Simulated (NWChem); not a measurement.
# Lowest excitation of ethanol (C$_{2}$H$_{6}$O)

SMILES: CCO
```xyz
9

C     -1.1961     0.1358     0.2499
C      0.0782    -0.4235    -0.3534
O      1.2217     0.3105    -0.0034
H     -2.0803    -0.4258    -0.0899
H     -1.3248     1.1921    -0.0312
H     -1.1730     0.0794     1.3515
H      0.1824    -1.4950    -0.0839
H      0.0180    -0.3878    -1.4531
H      1.3116     0.2790     0.9547
```
Charge 0, spin multiplicity 1.

The numbers come from NWChem runs, not from measurements. The geometry was optimised at PBE0/def2-SVP, a minimum by its harmonic frequencies. It is one conformer; others weren't searched.

Basis set: def2-SVP.

Costs are rough ratios of processor time within this set of runs, SCF included, with CIS as 1.

The correlated methods keep 3 core orbitals frozen. B3LYP has NWChem's definition, with VWN1-RPA local correlation. Coupled-cluster values serve here as a point of comparison, not as the truth.

```
method        lowest vertical singlet excitation energy (eV)  relative cost
------------  ----------------------------------------------  -------------
TD-PBE                                                     …        under 3
CIS                                                     9.21              1
TD-B3LYP                                                7.30              4
TD-BHandHLYP                                            8.05              4
EOM-CCSD                                                   …             20
```

Problem. Fill in the missing entries.

Solution. 
- TD-PBE, lowest vertical singlet excitation energy (eV): 6.76
- EOM-CCSD, lowest vertical singlet excitation energy (eV): 7.96
